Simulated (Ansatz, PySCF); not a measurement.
System: C3H3 (charge 0, doublet). It need not be the lowest isomer of its formula. SMILES: [CH2]C#C
Geometry: optimised at B3LYP-D3(BJ)/def2-TZVP (Ansatz, a program for electronic structure).

Quantity: atomisation energy (electronic, to ground-state atoms), in kJ/mol. Valence correlation only, unless marked. UHF or UKS for open shells. Spin-orbit coupling is left out. Non-relativistic. The coupled-cluster limit lacks core correlation, which all-electron functionals hold. Basis-set limits of correlation are two-point, X^-3; Hartree-Fock from the larger set. The bracket is a focal-point correction in the basis named.

```
level                        program  atomisation energy (kJ/mol)
--------------------  --------------  ---------------------------
HF/cc-pVTZ                    Ansatz                       1888.3
HF-D3(BJ)/def2-TZVPD   PySCF + dftd3                       1960.8
BLYP-D4/def2-TZVPD    Ansatz + dftd4                       2562.2
revPBE-D4/def2-TZVPD  Ansatz + dftd4                       2564.8
```

Q: Predict the RI-MP2/CBS(cc-pVTZ,cc-pVQZ)+[CCSD(T)-MP2]/cc-pVTZ result (Ansatz).

A: 2521.3 kJ/mol
